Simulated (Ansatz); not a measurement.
Density of states of Ti6O (P-31c, a = 5.053 Å, b = 5.053 Å, c = 9.371 Å, α = 90.00°, β = 90.00°, γ = 120.00°), in states per eV and primitive cell, averaged over bins of 0.5 eV. All numbers below come from Ansatz 0.2.0, DFT PBEsol, scalar-relativistic, plane waves, PAW.

Cutoff 420 eV; k points 12×12×4 on the computed 14-atom cell (Γ-centred); Gaussian smearing, width 0.10 eV; no spin polarisation.

The cell is relaxed at this level. The states (both spins) are summed by tetrahedra on a 18×18×6 mesh at the self-consistent density. Energies are bin centres; the table starts no lower than −8 eV and ends at 6 eV, or lower where the solved bands end.

It is a metal at this level.

```tsv
E − E_F (eV)	total	Ti 3d	Ti 4s	O 2p	Ti 3p
-7.30	24.00	3.76	1.77	17.70	0.34
-6.80	0.00	0.00	0.00	0.00	0.00
-6.30	0.00	0.00	0.00	0.00	0.00
-5.80	0.00	0.00	0.00	0.00	0.00
-5.30	0.25	0.02	0.18	0.01	0.00
-4.80	0.78	0.07	0.53	0.04	0.01
-4.30	1.31	0.16	0.89	0.08	0.02
-3.80	2.00	0.33	1.34	0.11	0.04
-3.30	3.03	0.71	1.95	0.14	0.07
-2.80	4.50	1.62	2.50	0.16	0.09
-2.30	10.04	6.39	3.10	0.22	0.12
-1.80	17.69	14.41	2.37	0.31	0.13
-1.30	16.69	14.34	1.36	0.14	0.13
-0.80	20.78	18.24	1.06	0.14	0.13
-0.30	10.18	9.10	0.39	0.05	0.05
0.20	12.76	11.80	0.33	0.04	0.04
0.70	24.35	22.32	0.79	0.09	0.06
1.20	18.48	17.24	0.40	0.13	0.03
1.70	15.19	14.40	0.17	0.31	0.01
2.20	18.01	16.98	0.19	0.55	0.01
```

The columns after the total are the main Löwdin projections on the occupied valence shells of the potentials; 2 others are left out. The rest of the total lies in those, in shells that are empty in the free atom, which aren't projected, and between the atoms.

Spin polarisation was left out, and a magnetic state may lie lower.

A ferromagnetic start lost its moments in a first run, so spin was left out; other magnetic orders weren't tried.

Cost: 1 run of about 13 core-minutes, on AMD EPYC (Zen 3) (shared hosts).